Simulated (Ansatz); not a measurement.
Compare A (`C=C(F)C(=C)F`) with its isomer B (`FC1=CC(F)C1`).

Gas-phase electronic energies from Ansatz, PBE0-D4/def2-TZVP geometries. CCSD(T)/CBS adds triple-zeta CCSD(T) − MP2 to the extrapolated MP2 energy (def2 sets, frozen cores). Functionals use def2-TZVPP. B3LYP here is the variant with VWN-RPA as its local correlation; programs differ in this. One conformer a species, not always the lowest.

Task: Which is lower in electronic energy at CCSD(T)/CBS, and by how much? (An estimate is asked.)

Result: Ansatz gave: A, by 7.7 kcal/mol.

Task: Give E(B) − E(A) in kcal/mol with CCSD(T)/def2-SVP, MP2/def2-TZVPP, B3LYP, BLYP-D4, ωB97M-V, B2PLYP, B3LYP-D4. (Best estimate.)

Result: Ansatz gave: CCSD(T)/def2-SVP 9.3, MP2/def2-TZVPP 5.7, B3LYP 12.0, BLYP-D4 14.1, ωB97M-V 7.2, B2PLYP 10.0, B3LYP-D4 11.9. None reverses the order clearly.

Task: Does the order hold for the free energy at 298.15 K (harmonic terms from PBE0-D4)? (Estimate.)

Result: Computed: Yes: G(B) − G(A) = +9.1 kcal/mol, for one conformer each.

Largest T1 diagnostic: 0.012.

At CCSD(T), def2-SVP lies +1.6 kcal/mol from the extrapolated value and def2-TZVPP +0.4 kcal/mol. From r2SCAN to r2SCAN0 (25 % exact exchange), in def2-TZVPP and without D4, E(B) − E(A) moves by −2.4 kcal/mol.
